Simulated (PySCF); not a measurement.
Isomers of C2H3FO. Theory: PBE0-D3(BJ)/def2-SVP geometry optimisation, gas phase in PySCF. One conformer each; no zero-point energy, no entropy. No frequencies were run at this level. Point groups hold within 0.08 Å.

Question: Order them by energy at this level, lowest first, and give relative energies in kcal/mol.
A. `O=C(F)C` (acetyl fluoride)
B. `C1[C@H](F)O1`

Answer: A (0.0), B (40.0).

As drawn, the lower has a C=O bond, which the higher lacks; the higher has a three-membered ring, which the lower lacks.

| SMILES | E (Eh) | E rel (kcal/mol) | dipole (D) | point group | A, B, C (MHz) |
| --- | --- | --- | --- | --- | --- |
| CC(=O)F | -252.64191 | 0.0 | 2.84 | near Cs | 11125, 9759, 5373 |
| F[C@H]1CO1 | -252.57813 | 40.0 | 2.13 | C1 | 20740, 7367, 6479 |

How do the relative energies change in single points at KT3/pcSseg-2 (no added dispersion term) on the same geometries?

```json
{"SMILES": "CC(=O)F", "PBE0-D3(BJ)/def2-SVP (kcal/mol)": "0.0", "KT3/pcSseg-2 (kcal/mol)": "0.0", "shift": "0.0"}
{"SMILES": "F[C@H]1CO1", "PBE0-D3(BJ)/def2-SVP (kcal/mol)": "40.0", "KT3/pcSseg-2 (kcal/mol)": "38.1", "shift": "-1.9"}
```

Each column counts from its own lowest isomer. The order is unchanged; the largest shift is 1.9 kcal/mol.
